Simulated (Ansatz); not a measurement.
Two isomers of C3H5O: A = `[CH2]OC=C`•, B = `C=CC[O]`•.

Gas-phase electronic energies from Ansatz, PBE0-D4/def2-TZVP geometries. CBS: MP2 limit from def2 TZ/QZ plus the TZ coupled-cluster correction, frozen cores. Functionals use def2-TZVPP. B3LYP here is the variant with VWN-RPA as its local correlation; programs differ in this. No spin–orbit coupling; open shells (•) take unrestricted orbitals. One conformer a species, not always the lowest.

A:

```xyz
9

C     1.6261    0.0831    0.8146
O     0.6995   -0.4692    0.0017
C    -0.5137    0.1268   -0.0848
C    -1.4836   -0.3680   -0.8380
H     2.6006   -0.3731    0.7419
H     1.4775    1.1018    1.1523
H    -0.6243    1.0325    0.5069
H    -2.4354    0.1411   -0.8821
H    -1.3466   -1.2750   -1.4124
```

B:

Z-matrix (Å, degrees):
```
C
C 1 1.497
O 1 1.356 2 115.4
H 1 1.104 2 111.9 3 129.7
H 1 1.114 2 109.4 3 -115.6
C 2 1.324 1 123.3 3 -134.1
H 2 1.087 1 115.6 3 45.4
H 6 1.086 2 121.3 1 0.4
H 6 1.084 2 121.8 1 -179.7
```

(1) Which is lower in electronic energy at CCSD(T)/CBS, and by how much? (Estimate.)

(2) Give E(B) − E(A) in kJ/mol with CCSD/def2-TZVPP, LDA (SPW92), B2PLYP, B3LYP, MP2/def2-TZVPP, HF/def2-TZVPP, CCSD(T)/def2-TZVPP. (Estimate.)

(3) Does the order hold for the free energy at 298.15 K (harmonic terms from PBE0-D4)? (Best estimate.)

Largest T1 diagnostic: 0.020.

Answers

(1) Ansatz gave: A, by 10.2 kJ/mol.

(2) Computed: CCSD/def2-TZVPP 1.7, LDA (SPW92) 30.5, B2PLYP 11.5, B3LYP 8.5, MP2/def2-TZVPP 25.4, HF/def2-TZVPP -32.0, CCSD(T)/def2-TZVPP 6.0. The order is the other way round with HF/def2-TZVPP.

(3) Computed: Yes: G(B) − G(A) = +11.7 kJ/mol, for one conformer each.

From PBE to PBE0 (25 % exact exchange), in def2-TZVPP and without D4, E(B) − E(A) moves by −6.4 kJ/mol. Leaving LDA and LC-ωPBE aside and taking each functional with its dispersion term where it has one, the values, not all of them listed here, spread over 16.5 kJ/mol, from BHLYP-D4 to PBE-D4. LDA lies +17.7 kJ/mol from PBE without D4.
